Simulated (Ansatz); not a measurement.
# How methods differ on SiH3Cl (SiClH3)

The species is SiH3Cl (5 atoms), meant as a singlet with charge 0. SMILES: `[H][Si]([H])([H])Cl`. The shape is that of a GFN2-xTB optimisation.

Quantity: the electronic atomisation energy, in eV. The values are calculated. Electronic energies at fixed atoms, without zero-point motion or spin-orbit coupling.

```csv
level,kind,program,value (eV),CPU time (all runs)
HF/STO-3G,Hartree–Fock,Ansatz,15.37,0.23 s
revPBE/STO-3G,GGA,Ansatz,18.78,1.3 s
r2SCAN/STO-3G,meta-GGA,Ansatz,19.14,4.9 s
r2SCAN0/STO-3G,hybrid meta-GGA,Ansatz,18.89,2.9 s
wB97X/STO-3G,range-separated hybrid,Ansatz,18.92,5.9 s
B2PLYP/STO-3G,double hybrid,Ansatz,18.12,1.3 s
MP2/STO-3G,perturbation theory,Ansatz,16.36,0.24 s
CCSD(T)/STO-3G,coupled cluster or CI,Ansatz,?,0.35 s
CCSDT/STO-3G,coupled cluster or CI,Ansatz,16.75,0.51 s
CCSDTQ/STO-3G,coupled cluster or CI,Ansatz,16.75,3.1 s
```

Q: Estimate the missing values from the other rows.

A: As computed at these levels: CCSD(T)/STO-3G: 16.74 eV. The values span 15.37 to 19.14 eV. All rows use very small basis sets, so even the best lies far from the true value. CPU times are rough (shared hosts, several kinds of processor): they show what a rung costs within a factor of a few.
